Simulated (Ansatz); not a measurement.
**AlB2H5: two geometries relaxed**

Are the two ends of the shift of H4 from B1 to Al2 separate minima, and which lies lower? Each is relaxed from a guess. SMILES of the start: [BH2][AlH][BH2].

All numbers below are computed with Ansatz 0.2.0 (UHF/6-31G).

## Step 1: The structure to begin with

Bond lengths: B1–Al2 2.102 Å, Al2–B3 2.102 Å, B1–H4 1.183 Å, B1–H5 1.181 Å, Al2–H6 1.584 Å, B3–H7 1.181 Å, B3–H8 1.183 Å. Angles: B1–Al2–B3 131.4°, B1–Al2–H6 114.4°, B3–Al2–H6 114.2°, Al2–B1–H4 123.4°, Al2–B1–H5 123.6°, H4–B1–H5 112.9°, Al2–B3–H7 123.4°, Al2–B3–H8 123.6°, H7–B3–H8 113.0°.

Structure file:

```xyz
8

B    -1.2201    0.8677   -1.2286
Al    0.2540    0.4794    0.2186
B     0.9761   -1.3251    1.0192
H    -1.8435    0.0190   -1.7678
H    -1.5139    1.9534   -1.5878
H     0.9447    1.7756    0.8116
H     1.8250   -1.3791    1.8382
H     0.5775   -2.3909    0.6966
```

## Step 2: Relaxing end A

Input file input.yaml:

```yaml
crystal:
  periodic: [false, false, false]
  atoms:
    - { symbol: B, position_ang: [-1.22006, 0.86765, -1.22862] }
    - { symbol: Al, position_ang: [0.25405, 0.47943, 0.21858] }
    - { symbol: B, position_ang: [0.97613, -1.32505, 1.01921] }
    - { symbol: H, position_ang: [-1.84345, 0.01895, -1.7678] }
    - { symbol: H, position_ang: [-1.51389, 1.95345, -1.58785] }
    - { symbol: H, position_ang: [0.94475, 1.77559, 0.81159] }
    - { symbol: H, position_ang: [1.82502, -1.37912, 1.83825] }
    - { symbol: H, position_ang: [0.57745, -2.39092, 0.69664] }
magnetization:
  spin_polarized: true
basis:
  gaussian: { orbitals: "6-31G" }
hamiltonian:
  xc: hf
relax:
  f_tol: 0.02
  max_steps: 50
```

Command:

```sh
ansatz run input.yaml --threads 1 --pin off --max-ram 2048MiB --backend cpu --events-out ev --progress --plain --runs-dir out
```

Log (excerpt; [...] marks lines left out):

```text
Warning: RAYON_NUM_THREADS=1 ignored (pool sized by the plan → 1); use --threads N
[...]
Functional definition: HF
[...]
582 factors; integrals over basis functions are off by at most 2.0e-4 eV
[...]
mean field -8001.02535511 eV, -294.0322585106 hartree, gradient 2.6e-5 eV, S^2 0.000000; 0 other end points of the search recorded, 0 dependent functions left out
[...]
reference -8001.02535511 eV, -294.0322585106 hartree; 14, 14 occupied and 27, 27 virtual orbitals, 582 factors
relax step   1: F+E_penalty+E_count = -8001.02535511 eV  Δ(F+E_penalty+E_count) = +0.000e0 eV  max|allowed force component| = 9.272e-1 eV/Å  Δτ_max = 0.0000 Å  (68 SCF iters, accepted)
[...]
relax step   4: F+E_penalty+E_count = -8001.16382601 eV  Δ(F+E_penalty+E_count) = -1.790e-3 eV  max|allowed force component| = 1.758e-2 eV/Å  Δτ_max = 0.0138 Å  (27 SCF iters, accepted)
[...]
relax step   7: F+E_penalty+E_count = -8001.16510470 eV  Δ(F+E_penalty+E_count) = -6.632e-4 eV  max|allowed force component| = 2.294e-2 eV/Å  Δτ_max = 0.0236 Å  (26 SCF iters, accepted)
[...]
relax step  10: F+E_penalty+E_count = -8001.16029416 eV  Δ(F+E_penalty+E_count) = +6.275e-3 eV  max|allowed force component| = 5.330e-1 eV/Å  Δτ_max = 0.1954 Å  (30 SCF iters, rejected (line search))
[...]
relax step  13: F+E_penalty+E_count = -8001.19800486 eV  Δ(F+E_penalty+E_count) = -1.446e-2 eV  max|allowed force component| = 4.511e-1 eV/Å  Δτ_max = 0.1451 Å  (31 SCF iters, accepted)
[...]
relax step  14: F+E_penalty+E_count = -8001.22847923 eV  Δ(F+E_penalty+E_count) = -3.047e-2 eV  max|allowed force component| = 5.903e-1 eV/Å  Δτ_max = 0.1985 Å  (31 SCF iters, accepted)
```

## Step 3: The log goes on: end point A relaxed

The log, continued (excerpt; [...] marks lines left out):

```text
[...]
582 factors; integrals over basis functions are off by at most 2.2e-4 eV
mean field -8001.29222376 eV, -294.0420657524 hartree, gradient 2.2e-5 eV, S^2 0.000000; 0 other end points of the search recorded, 0 dependent functions left out
[...]
reference -8001.29222376 eV, -294.0420657524 hartree; 14, 14 occupied and 27, 27 virtual orbitals, 582 factors
relax step  15: F+E_penalty+E_count = -8001.29222376 eV  Δ(F+E_penalty+E_count) = -6.374e-2 eV  max|allowed force component| = 4.684e-1 eV/Å  Δτ_max = 0.1995 Å  (29 SCF iters, accepted)
[...]
relax step  17: F+E_penalty+E_count = -8001.41258403 eV  Δ(F+E_penalty+E_count) = -6.825e-2 eV  max|allowed force component| = 2.760e-1 eV/Å  Δτ_max = 0.1996 Å  (29 SCF iters, accepted)
[...]
reference -8001.48618795 eV, -294.0491938049 hartree; 14, 14 occupied and 27, 27 virtual orbitals, 582 factors
Total energy: -8001.48618795 eV, -294.0491938049 hartree
Atom 0 at    -1.116725     0.874050    -1.319995 Å, force     0.001983    -0.001603     0.002577 eV/Å
Atom 1 at     0.043186     0.512995     0.463071 Å, force     0.000014     0.000064     0.000180 eV/Å
Atom 2 at     1.079439    -1.325464     0.911926 Å, force    -0.002045     0.003253    -0.001685 eV/Å
Atom 3 at    -2.283920     0.634382    -1.382312 Å, force    -0.000529    -0.000142    -0.000046 eV/Å
Atom 4 at    -0.639047     1.331487    -2.313069 Å, force     0.000754     0.000673     0.000597 eV/Å
Atom 5 at     0.142450     1.711836     1.546595 Å, force    -0.000010    -0.002500    -0.002188 eV/Å
Atom 6 at     2.211240    -1.517658     0.586757 Å, force     0.000060     0.000321    -0.000517 eV/Å
Atom 7 at     0.563377    -2.221647     1.507027 Å, force    -0.000227    -0.000065     0.001083 eV/Å
Dipole moment:    -0.007523    -0.093393    -0.084527 e Å
```

Wall time 15 s (1 thread of Arm Neoverse V2, shared host); peak memory 0.091 GiB.

The steps of the relaxation:

```csv
step,energy from step 1 (eV),largest force component (eV/Å)
1,0.0000,0.9272
2,-0.1234,0.1738
3,-0.1367,0.0531
4,-0.1385,0.0176
5,-0.1391,0.0170
6x,-0.1389,0.0736
7,-0.1398,0.0229
8,-0.1404,0.0163
9,-0.1412,0.0513
10x,-0.1349,0.5330
11,-0.1483,0.0958
12,-0.1582,0.2282
13,-0.1727,0.4511
14,-0.2031,0.5903
15,-0.2669,0.4684
16,-0.3190,0.5996
17,-0.3872,0.2760
18,-0.4342,0.1138
19,-0.4557,0.0935
20x,-0.4526,0.2093
21,-0.4596,0.0229
22,-0.4606,0.0485
23x,-0.4593,0.1267
24,-0.4608,0.0033
```

Step 1 is the start. 4 steps were tried and not accepted (marked x).

After: Bond lengths: B1–Al2 2.158 Å, Al2–B3 2.158 Å, B1–H4 1.193 Å, B1–H5 1.193 Å, Al2–H6 1.619 Å, B3–H7 1.193 Å, B3–H8 1.193 Å. Angles: B1–Al2–B3 124.9°, B1–Al2–H6 117.5°, B3–Al2–H6 117.5°, Al2–B1–H4 122.4°, Al2–B1–H5 122.5°, H4–B1–H5 115.2°, Al2–B3–H7 122.4°, Al2–B3–H8 122.4°, H7–B3–H8 115.2°.

## Step 4: End point B

The second end starts from a geometry with the move made by hand.

Changes to input.yaml since step 2:

```diff
@@ -6,3 +6,3 @@
     - { symbol: B, position_ang: [0.97613, -1.32505, 1.01921] }
-    - { symbol: H, position_ang: [-1.84345, 0.01895, -1.7678] }
+    - { symbol: H, position_ang: [-0.62777, -0.5059, -0.57079] }
     - { symbol: H, position_ang: [-1.51389, 1.95345, -1.58785] }
@@ -20 +20,3 @@
   max_steps: 50
+output:
+  orbitals: {}
```

Command:

```sh
ansatz run input.yaml --threads 1 --pin off --max-ram 2048MiB --backend cpu --events-out ev --progress --plain --runs-dir out
```

Log (excerpt; [...] marks lines left out):

```text
Warning: RAYON_NUM_THREADS=1 ignored (pool sized by the plan → 1); use --threads N
[...]
Functional definition: HF
[...]
582 factors; integrals over basis functions are off by at most 2.1e-4 eV
[...]
mean field -7996.02590267 eV, -293.8485320221 hartree, gradient 6.4e-6 eV, S^2 1.020524; 11 other end points of the search recorded, 0 dependent functions left out
[...]
reference -7996.02590267 eV, -293.8485320221 hartree; 14, 14 occupied and 27, 27 virtual orbitals, 582 factors
relax step   1: F+E_penalty+E_count = -7996.02590267 eV  Δ(F+E_penalty+E_count) = +0.000e0 eV  max|allowed force component| = 3.538e0 eV/Å  Δτ_max = 0.0000 Å  (921 SCF iters, accepted)
[...]
relax step   5: F+E_penalty+E_count = -8000.42726016 eV  Δ(F+E_penalty+E_count) = -8.661e-1 eV  max|allowed force component| = 1.424e0 eV/Å  Δτ_max = 0.1962 Å  (70 SCF iters, accepted)
[...]
reference -8001.48617490 eV, -294.0491933255 hartree; 14, 14 occupied and 27, 27 virtual orbitals, 582 factors
Total energy: -8001.48617490 eV, -294.0491933255 hartree
Atom 0 at    -0.990552     0.737302    -1.195535 Å, force     0.000091    -0.001415    -0.002365 eV/Å
Atom 1 at     0.183347     0.460433     0.592884 Å, force    -0.001885     0.005536     0.006817 eV/Å
Atom 2 at     1.267765    -1.333574     1.101367 Å, force     0.000981    -0.000833    -0.000818 eV/Å
Atom 3 at    -2.150249     0.461310    -1.248288 Å, force     0.001694     0.000868     0.000609 eV/Å
Atom 4 at    -0.528744     1.182710    -2.201553 Å, force    -0.000093    -0.000994     0.000548 eV/Å
Atom 5 at     0.254063     1.695349     1.637806 Å, force    -0.000342    -0.003000    -0.003311 eV/Å
Atom 6 at     2.403998    -1.507203     0.781160 Å, force    -0.001219    -0.000633    -0.000737 eV/Å
Atom 7 at     0.776052    -2.221196     1.729169 Å, force     0.000773     0.000471    -0.000744 eV/Å
Dipole moment:    -0.005138    -0.097197    -0.082941 e Å
```

Run time: 15 s. Hardware: 1 thread of Arm Neoverse V2, shared host; peak memory 0.091 GiB.

The steps of the relaxation:

```csv
step,energy from step 1 (eV),largest force component (eV/Å)
1,0.0000,3.5382
2,-1.5437,3.1865
3,-2.5807,2.0362
4,-3.5352,2.1073
5,-4.4014,1.4236
6,-4.8802,0.7628
7,-5.0723,0.2625
8,-5.1174,0.3082
9,-5.1591,0.1353
10,-5.1826,0.5729
11,-5.2647,0.3577
12,-5.2786,0.6235
13,-5.4021,0.2022
14,-5.4490,0.0615
15,-5.4565,0.1015
16,-5.4599,0.0482
17,-5.4599,0.0792
18,-5.4603,0.0068
```

Step 1 is the start.

After: Bond lengths: B1–Al2 2.157 Å, Al2–B3 2.157 Å, B1–H4 1.193 Å, B1–H5 1.193 Å, Al2–H6 1.619 Å, B3–H7 1.193 Å, B3–H8 1.193 Å. Angles: B1–Al2–B3 125.2°, B1–Al2–H6 117.4°, B3–Al2–H6 117.4°, Al2–B1–H4 122.4°, Al2–B1–H5 122.4°, H4–B1–H5 115.2°, Al2–B3–H7 122.4°, Al2–B3–H8 122.4°, H7–B3–H8 115.2°.

Pairs that crossed the distance rule for bonds on the way: came closer B1–H4; moved apart Al2–H4.

## Step 5: What came out

| quantity | value |
| --- | --- |
| end A | 19 moves, 0.461 eV lower |
| end B | 17 moves, 5.460 eV lower |
| largest difference between the ends | 0.01 Å |
| end B relative to end A | +0.000 eV |

What this shows: The two relaxations end at one structure, within 0.01 Å: no second minimum was found from this start, which doesn't rule one out. In so small a basis the energies are only a sketch.
